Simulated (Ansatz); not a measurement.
fcc Sr, treated with PBE (plane waves, PAW; Ansatz, a program for electronic structure).

Run with plane-wave cutoff 520 eV, 16×16×16 k mesh, Fermi–Dirac smearing 0.05 eV, scalar-relativistic PAW data made under PBE.

Cell (relaxed at this level):

```yaml
crystal:
  lattice:
    - [0.00000, 3.01493, 3.01493]
    - [3.01493, 0.00000, 3.01493]
    - [3.01493, 3.01493, 0.00000]
  atoms:
    - { symbol: Sr, position: [0.00000, 0.00000, 0.00000] }
```

**Question.** What does this level give for the bulk modulus B0 and pressure derivative B′ of the bulk modulus?

**Answer.** 
- bulk modulus B0 = 11.6 GPa
- pressure derivative B′ of the bulk modulus = 3.4

The run finds no gap.

Measured, for comparison: bulk modulus 12.5 GPa (corrected for temperature and zero-point phonon effects, our sources range from 12.0 to 12.5; as tabulated in Levämäki et al. (2014), arXiv:1402.3671). Computed (rounded) less measured: bulk modulus -7 % (-3 % to -7 % over the range).

The computed numbers hold no vibrational or temperature effects.

It cost about 50 core-seconds (a rough figure) of CPU time.
